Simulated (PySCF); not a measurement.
Gas-phase reaction: Si₂H₆ + 3 C₄H₆ (butadiene) → 2 (CH₃)₃Si + C₆H₆

Energies from PySCF, thermal terms from the rigid-rotor harmonic-oscillator model, ideal gas at 1 bar. † marks an energy on the PBE0/def2-TZVP geometry and frequencies; other levels use their own. MP2 and CCSD(T) freeze the core. 6-31G* has spherical d functions here. Open shells (unrestricted): (CH₃)₃Si (multiplicity 2); the rest are closed-shell singlets. B3LYP is the form with VWN-RPA correlation. (CH₃)₃Si: computed as isolated molecules; such fragments, hydroxides, amides, oligomers or adducts are transient or little studied in the gas. MP2 isn't extrapolated to the basis-set limit; its ΔH°(298 K) is -311.3 kJ in def2-SVP and -337.1 kJ in def2-TZVPP. CCSD(T) isn't extrapolated to the basis-set limit. The harmonic model lacks anharmonicity and excited electronic states, which grow with temperature; levels with a mode under 35 cm⁻¹ are left out. Internal rotation in Si₂H₆, C₄H₆ (butadiene), (CH₃)₃Si is treated as a harmonic vibration of one conformer, which makes the entropy rough.

```tsv
level	ΔE electronic, kJ	ΔH°(298 K), kJ	ΔS°(298 K), J/K	ΔG°(800 K), kJ
B3LYP/6-31G*	-294	-254	-157	-129
CCSD(T)/def2-SVP†	-271	-233	-161	-106
M06-2X/def2-TZVP†	-350	-312	-161	-185
MP2/def2-SVP†	-349	-311	-161	-184
ωB97X-V/def2-TZVP†	-338	-300	-161	-173
```
ΔH° is lowest at M06-2X/def2-TZVP† and highest at CCSD(T)/def2-SVP†. No reference value is set beside these.
